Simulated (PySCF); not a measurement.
A species of formula C4H5N has this rotational fingerprint, computed with CAM-B3LYP/def2-SVPD in PySCF (dipole) on a GFN2-xTB geometry, gas phase:

* Rotational constants: A = 16040, B = 3783, C = 3564 MHz
* Dipole components: |μa| = 3.92 D, |μb| = 0.00 D, |μc| = 0.95 D
* Inertial defect: -23.30 u·Å²
* κ: -0.96

Question: Which candidate fits, each taken in the one conformer that was computed?
A. `[C-:1]#[N+:2][CH2:3][CH:4]=[CH2:5]` with N2–C3–C4–C5 123° (cis allyl isocyanide)
B. cyclopropylisocyanide, `[C-]#[N+]C1CC1`
C. `[CH2:1]=[CH:2][C@H:3]1[CH:4]=[N:5]1` with C1–C2–C3–C4 153°

Answer: B. It is [C-]#[N+]C1CC1, a near-prolate asymmetric top, point group Cs. The candidates at the same level (rigid rotor, commonest isotopes):

```tsv
SMILES	A (MHz)	B (MHz)	C (MHz)	μa (D)	μb (D)	μc (D)	Δ (u·Å²)	point group	rotor
C=C[C@H]1C=N1	21986	3194	3157	0.28	2.20	0.33	-21.17	C1	near-prolate asymmetric top
[C-]#[N+]C1CC1	16040	3783	3564	3.92	0.00	0.95	-23.30	Cs	near-prolate asymmetric top
[C-]#[N+]CC=C	19511	2866	2721	3.42	1.82	0.20	-16.49	C1	near-prolate asymmetric top
```

`C=C[C@H]1C=N1` has A 37 % too high; `[C-]#[N+]CC=C` has B 24 % too low. In the right answer the mirror of this Cs structure is the ac plane, so μb vanishes by symmetry. No structure here is proved a minimum.
